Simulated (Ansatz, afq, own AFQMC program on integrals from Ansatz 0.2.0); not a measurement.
# Where AFQMC and coupled cluster stand for CH₃Se, doublet

```yaml
atoms:
  - { symbol: C, position_ang: [-0.1425, -0.5057, -0.1775] }
  - { symbol: Se, position_ang: [0.9801, 0.3674, 1.0101] }
  - { symbol: H, position_ang: [-1.1842, -0.2102, -0.2962] }
  - { symbol: H, position_ang: [0.2395, -1.4191, -0.6338] }
  - { symbol: H, position_ang: [0.0523, 1.4619, 1.3325] }
```

Connectivity, by distances: CH2–SeH.

Basis def2-TZVP. Noble-gas cores (and the filled d shells of Ga–Kr and In–Xe) are frozen. Ansatz 0.2.0 and our own AFQMC program on the same integrals; the CISD trial comes from CCSD amplitudes, and released means the phaseless constraint is let go. ± is one standard error of the sampling. No spin–orbit coupling.

Determinant: UHF, the one that the program's search chose, which needn't be the lowest solution. The geometry is a PBE0/def2-SVP stationary point of this or a neighbouring charge and spin state.

No full CI on the walks' own integrals is used here; CCSDT(Q) serves as the reference and is uncertain by about the last step of the cluster series.

Cautions: no relativity below Rb; no spin-orbit coupling; inner d shell frozen.

```
T1 diagnostic                               : 0.0223
weight of the determinant in the CISD state : 0.858
⟨S²⟩ of the determinant                     : 0.771
size of the correlated space                : 13 electrons in 82 orbitals
```

| level | correlation energy (eV) |
| --- | --- |
| MP2 | -8.1164 |
| CCSD | -9.0669 |
| CCSD(T) | -9.4250 |

Question: Estimate where AFQMC with the constraint released lies against CCSD(T) on the same integrals.

Answer: 47.3 ± 6.9 meV below CCSD(T).

Reference: CCSDT(Q), correlation energy -9.472 eV. The released energy is read at 2.40 1/Eh (meV from the phaseless value at times in 1/Eh: -3 ± 5 at 0.24, -8 ± 4 at 0.51, -8 ± 4 at 0.99, -8 ± 4 at 1.62, -8 ± 7 at 2.40).

```json
{"level": "CCSD(T)", "E − E(reference) (meV)": "47.3", "share of correlation (%)": "99.50"}
{"level": "CCSDT", "E − E(reference) (meV)": "17.3", "share of correlation (%)": "99.82"}
{"level": "ph-AFQMC/CISD", "E − E(reference) (meV)": "7.9 ± 5.9", "share of correlation (%)": "99.92"}
{"level": "released AFQMC", "E − E(reference) (meV)": "0.0 ± 6.9", "share of correlation (%)": "100.00"}
```

Released energies are given only where the last usable release times agree within the noise; a slower fall can still hide under it.
